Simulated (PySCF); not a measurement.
## State search for AlP⁺

Unrestricted PBE0; PySCF, no relativity, basis sets Al def2-TZVPPD, P def2-TZVPPD. Outer shells of the fragments: Al+ 3s2; P 3s2 3p3.

Followed along the bond (rough minima from three points):

```json
{"2Ms+1": "4", "unpaired": "σ ↑, π ↑↑", "⟨S²⟩ at the start": "3.76", "R at minimum (Å)": "2.47", "Te (eV)": "0.00"}
{"2Ms+1": "2", "unpaired": "σ ↓, π ↑↑", "⟨S²⟩ at the start": "1.78", "R at minimum (Å)": "2.39", "Te (eV)": "0.29"}
{"2Ms+1": "2", "unpaired": "σ ↑, π ↑↓", "⟨S²⟩ at the start": "1.77", "R at minimum (Å)": "2.42", "Te (eV)": "0.46"}
{"2Ms+1": "2", "unpaired": "σ ↑", "⟨S²⟩ at the start": "0.76", "R at minimum (Å)": "2.40", "Te (eV)": "1.57"}
{"2Ms+1": "2", "unpaired": "π ↑", "⟨S²⟩ at the start": "0.80", "R at minimum (Å)": "none in the scan", "Te (eV)": "≤ 1.22"}
```

Solutions found at the starting distance of 2.360 Å, counted from the lowest of them; the search is not exhaustive and high or unbound solutions are not listed, so other states can lie among these:

```csv
2Ms+1,unpaired,term,E (eV),⟨S²⟩,⟨Lz²⟩,μ (D)
4,"σ ↑, π ↑↑",⁴Σ⁻,0.00,3.76,0.00,-2.93
2,"σ ↓, π ↑↑",mixed,0.28,1.78,0.00,-3.17
2,"σ ↑, π ↑↓",mixed,0.45,1.77,2.03,-3.02
2,π ↑,²Π,1.35,0.80,1.02,-4.88
2,σ ↑,mixed,1.56,0.76,2.01,-2.88
2,π ↑,²Π,2.24,0.76,1.01,0.72
4,"σ ↑↑, π ↑",⁴Π,3.22,3.77,1.04,-4.29
4,π ↑↑↑,⁴Π,3.35,3.80,1.01,-2.58
4,"π ↑↑, δ ↑",⁴Δ,8.35,3.79,4.00,-3.13
```

A term symbol is given only where ⟨S²⟩ and ⟨Lz²⟩ are close to those of a pure state; real π, δ and φ orbitals otherwise mix terms. A positive dipole points towards P; it is taken about the centre of mass and depends on that origin.

Counting both spins, an empty level lies below a filled one in some of these solutions, because spin and occupation are held.
